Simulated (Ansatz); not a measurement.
Input file:

```yaml
crystal:
  periodic: [false, false, false]
  atoms:
    - {symbol: B, position_ang: [0.000000, 0.000000, 1.877417]}
    - {symbol: Ga, position_ang: [0.000000, 0.000000, -0.036400]}
    - {symbol: N, position_ang: [0.000000, 0.000000, -1.841017]}
basis:
  gaussian: {orbitals: cc-pVDZ}
magnetization: {spin_polarized: true, initial_magnetization: 1}
correlation: {method: ccsdt_q, electrons: outside_noble_gas}
```

```sh
$ ansatz run in.yaml --threads 1 --pin off --events-out ev --progress --plain --max-ram 2393MiB
```

Output:

```
1039 factors; integrals over basis functions are off by at most 2.4e-7 eV
mean field evaluation 1: about -54460.4275 eV, gradient 4.7e1 eV
mean field evaluation 2: about -54460.4528 eV, gradient 4.7e1 eV
mean field evaluation 4: about -54475.3028 eV, gradient 1.1e1 eV
mean field evaluation 8: about -54477.3005 eV, gradient 4.4e0 eV
mean field evaluation 16: about -54480.5560 eV, gradient 9.2e-2 eV
mean field evaluation 32: about -54480.7528 eV, gradient 1.6e-1 eV
mean field evaluation 64: about -54477.2640 eV, gradient 4.5e0 eV
mean field evaluation 96: about -54480.5676 eV, gradient 3.4e-1 eV
mean field evaluation 128: about -54480.1198 eV, gradient 2.1e-5 eV
mean field evaluation 160: about -54478.9828 eV, gradient 8.5e0 eV
...
mean field -54481.43758802 eV, -2002.1559025151 hartree, gradient 9.2e-6 eV, S^2 2.673688; 35 other end points of the search recorded, 0 dependent functions left out
determinant -54481.43758802 eV, -2002.1559025151 hartree, with singles and doubles -54487.48030701 eV, -2002.3779683420 hartree
determinant -54480.75342509 eV, -2002.1307599912 hartree, with singles and doubles -54487.00749043 eV, -2002.3605926533 hartree
determinant -54480.56850814 eV, -2002.1239644186 hartree, with singles and doubles -54487.05518596 eV, -2002.3623454317 hartree
determinant -54480.31707138 eV, -2002.1147242879 hartree, with singles and doubles -54486.57008153 eV, -2002.3445181725 hartree
determinant -54480.11977277 eV, -2002.1074736979 hartree, with singles and doubles -54486.82796506 eV, -2002.3539952174 hartree
determinant -54480.05259022 eV, -2002.1050047848 hartree, with singles and doubles -54486.79039678 eV, -2002.3526146085 hartree
determinant -54479.98882032 eV, -2002.1026612842 hartree, with singles and doubles -54486.57034603 eV, -2002.3445278929 hartree
determinant -54479.91508351 eV, -2002.0999515061 hartree, with singles and doubles -54486.00721701 eV, -2002.3238332831 hartree
determinant -54479.82116573 eV, -2002.0965000914 hartree, with singles and doubles -54487.02018584 eV, -2002.3610592007 hartree
determinant -54479.62605099 eV, -2002.0893297570 hartree, with singles and doubles -54485.82957235 eV, -2002.3173049622 hartree
determinant -54479.62176887 eV, -2002.0891723922 hartree, with singles and doubles -54486.46908406 eV, -2002.3408065841 hartree
determinant -54479.49427132 eV, -2002.0844869435 hartree, with singles and doubles -54486.23492565 eV, -2002.3322014213 hartree
determinant -54479.43154968 eV, -2002.0821819656 hartree, with singles and doubles -54486.02397523 eV, -2002.3244491363 hartree
determinant -54479.38543108 eV, -2002.0804871383 hartree, with singles and doubles -54485.47830663 eV, -2002.3043961850 hartree
determinant -54479.38424807 eV, -2002.0804436637 hartree, with singles and doubles -54486.44554450 eV, -2002.3399415211 hartree
determinant -54479.15600953 eV, -2002.0720560521 hartree, with singles and doubles -54486.15432941 eV, -2002.3292395641 hartree
determinant -54479.12024055 eV, -2002.0707415662 hartree, with singles and doubles -54486.40100231 eV, -2002.3383046257 hartree
determinant -54478.99617164 eV, -2002.0661821179 hartree, with singles and doubles -54485.54238688 eV, -2002.3067510909 hartree
determinant -54481.43758802 eV, -2002.1559025151 hartree, with singles and doubles -54487.52292775 eV, -2002.3795346251 hartree
determinant -54480.75342509 eV, -2002.1307599912 hartree, with singles and doubles -54487.09482019 eV, -2002.3638019627 hartree
determinant -54480.56850814 eV, -2002.1239644186 hartree, with singles and doubles -54487.12369247 eV, -2002.3648629993 hartree
determinant -54479.82116573 eV, -2002.0965000914 hartree, with singles and doubles -54487.17704476 eV, -2002.3668236598 hartree
16 core orbitals not correlated: weight in the atoms' cores, before any rotation towards them, 0.869 or more for the frozen orbitals, at most 0.127 for the correlated occupied ones
reference -54481.43758802 eV, -2002.1559025151 hartree; 6, 5 occupied and 33, 34 virtual orbitals, 1039 factors
second order -4.91744242 eV of doubles, -0.00000000 eV of singles
...
cycle  45  -6.62004700 eV  change   -9.2e-6 eV  update   3.8e-6
cycle  46  -6.62005195 eV  change   -5.0e-6 eV  update   2.7e-6
cycle  47  -6.62005660 eV  change   -4.6e-6 eV  update   2.1e-6
cycle  48  -6.62006252 eV  change   -5.9e-6 eV  update   1.6e-6
cycle  49  -6.62006589 eV  change   -3.4e-6 eV  update   1.2e-6
cycle  50  -6.62006860 eV  change   -2.7e-6 eV  update   8.3e-7
cycle  51  -6.62006966 eV  change   -1.1e-6 eV  update   5.7e-7
cycle  52  -6.62007037 eV  change   -7.1e-7 eV  update   4.5e-7
cycle  53  -6.62007086 eV  change   -4.9e-7 eV  update   3.0e-7
cycle  54  -6.62007073 eV  change    1.3e-7 eV  update   2.3e-7
perturbative correction -0.12566738 eV, -0.0046181909 hartree
Total energy: -54488.18332613 eV, -2002.4038038181 hartree
```

The determinant's ⟨S²⟩ is 2.67 against 0.75 for a pure state. The T1 diagnostic is 0.113.

Ran on 1 thread of Arm Neoverse V1, shared host: 2.2 min wall, 0.4 GiB peak host memory.
